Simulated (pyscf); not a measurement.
Single points on ωB97X-D3(BJ)/def2-SVP structures (PySCF, gas phase).

Task: For the elementary gas-phase step [O=Nb(Cl)–Cl]• + water (H₂O) → [HO–Nb(OH)(Cl)–Cl]• (doublet surface; H–O broken, H–O, Nb–O formed), what barrier and reaction energy does ωB97M-D3(BJ)/def2-TZVP give, measured from the separated reactants?

Result: ΔE‡ = 2.3 kcal/mol, ΔE = -35.8 kcal/mol. Zero-point energy shifts the barrier by -0.6 kcal/mol. It is an addition across a multiple bond or ene-type step, with an imaginary mode of 1707i cm⁻¹. On the reactant side the descent ends in an adduct with a Nb–O contact, 28.1 kcal/mol under the separated species and 28.5 kcal/mol under the saddle at ωB97X-D3(BJ)/def2-TZVP. What is counted as formed (Nb–O) is already present as a longer contact in the reactant adduct; forming that adduct is a step of its own. At the saddle there is also a short H–Nb contact that neither side keeps. This is the saddle that the search found; another between the same sides may lie lower. Open-shell species with a d-block atom are single-reference here; other states, and whether the spin sits on metal or ligand, were not checked. Elements past Kr carry the def2 core potentials, without spin-orbit coupling.
